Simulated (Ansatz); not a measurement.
NH2 (SMILES [NH2]) moved off its minimum; all values from Ansatz (a program for electronic structure), cores frozen in correlated methods. Open shells are unrestricted.
(charge 0, multiplicity 2)
```xyz
3

N      0.0117     0.1854    -0.1641
H     -0.7852    -0.5681    -0.0918
H      0.7980    -0.5168     0.0020
```

| level | largest force (eV/Å) | on atom | rms difference from CCSD(T)/aug-cc-pVTZ (eV/Å) | dipole (D) |
|---|---|---|---|---|
| HF/def2-TZVPP | 4.27 | N1 | 0.598 | 2.01 |
| PBE/def2-TZVPP | 2.43 | N1 | 0.242 | 1.83 |
| r2SCAN/def2-TZVPP | 2.93 | N1 | 0.014 | 1.88 |
| B3LYP/def2-TZVPP | 2.98 | N1 | 0.015 | 1.89 |
| wB97M-V/def2-TZVPP | 3.16 | N1 | 0.103 | 1.92 |
| MP2/aug-cc-pVTZ | 3.27 | N1 | 0.159 | 1.85 |
| CCSD(T)/aug-cc-pVTZ | 2.94 | N1 | 0.000 | 1.80 |

The differences count from one level among others, with limits of its own. Forces at CCSD(T)/aug-cc-pVTZ (eV/Å):

```tsv
atom	Fx	Fy	Fz
N1	-0.638	-2.843	0.426
H2	1.162	1.732	-0.209
H3	-0.524	1.110	-0.216
```
